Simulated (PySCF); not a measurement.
**Löwdin shares of the frontier orbitals**

Compound: chloroacetonitrile, C2H2ClN.
Cartesian coordinates in Å at the PBE0-D3(BJ)/def2-SVP level; atoms count from 1:
```
atom  x, y, z in Å
N1     2.1527    0.3329   -0.0035
C2     1.0202    0.0988   -0.0061
C3    -0.4018   -0.2064   -0.0093
Cl4   -1.3978    1.2683   -0.0628
H5    -0.6629   -0.7679    0.8988
H6    -0.6473   -0.8218   -0.8862
```

Method used: PySCF, TDDFT CAM-B3LYP/def2-SVPD, vertical, gas phase, core orbitals frozen in the response.

Kohn–Sham orbitals with the atoms that hold most of them (Löwdin shares over 4%, at most four atoms; ? is withheld):

```csv
orbital,ε (eV),atoms
LUMO+2,1.37,"N1 30%, C2 26%, C3 17%, H5 10%"
LUMO+1,0.81,"C3 24%, Cl4 23%, C2 23%, H6 13%"
LUMO,0.00,?
HOMO,?,?
HOMO-1,-10.94,"Cl4 76%, C2 8%, N1 7%, C3 7%"
HOMO-2,-11.68,"N1 41%, C2 33%, Cl4 14%, C3 9%"
HOMO-3,-11.70,"N1 43%, C2 35%, Cl4 15%, C3 6%"
```

Task: Give the leading atoms of the LUMO.

Result: Cl4 (bonded to C) 41%; C3 (bonded to C, Cl and 2 H) 20%; N1 (bonded to C) 17%; C2 (bonded to C and N) 16%. By element: chlorine 41%, carbon 36%, nitrogen 17%.

Task: Give the leading atoms of the HOMO.

Result: Cl4 (bonded to C) 68%; C3 (bonded to C, Cl and 2 H) 13%; N1 (bonded to C) 7%; C2 (bonded to C and N) 4%. By element: chlorine 68%, carbon 17%, nitrogen 7%.

Task: What is the HOMO energy, and the HOMO–LUMO gap?

Result: ε(HOMO) = -10.76 eV; the gap is 10.77 eV (0.3956 hartree).

Task: How does S1 compare with the orbital gap of 10.77 eV?

Result: S1 is at 6.70 eV (f = 0.0003), 4.07 eV below the gap, made of HOMO→LUMO (91%). 

Task: One configuration dominates each of S1, S2, S6 and S7. Which, and how do the shares of the two leading atoms of either orbital change from the occupied to the empty one?

Result: 
- S1 (6.70 eV, f 0.0003), HOMO→LUMO (91%): Cl4 68% → 41%, C3 13% → 20%
- S2 (6.94 eV, f 0.0089), HOMO-1→LUMO (92%): Cl4 76% → 41%, C2 8% → 16%, C3 7% → 20%
- S6 (8.29 eV, f 0.014), HOMO→LUMO+1 (93%): Cl4 68% → 23%, C3 13% → 24%
- S7 (8.48 eV, f 0.020), HOMO-1→LUMO+1 (86%): Cl4 76% → 23%, C2 8% → 23%, C3 7% → 24%

Löwdin shares depend on the basis, the more so with diffuse functions.
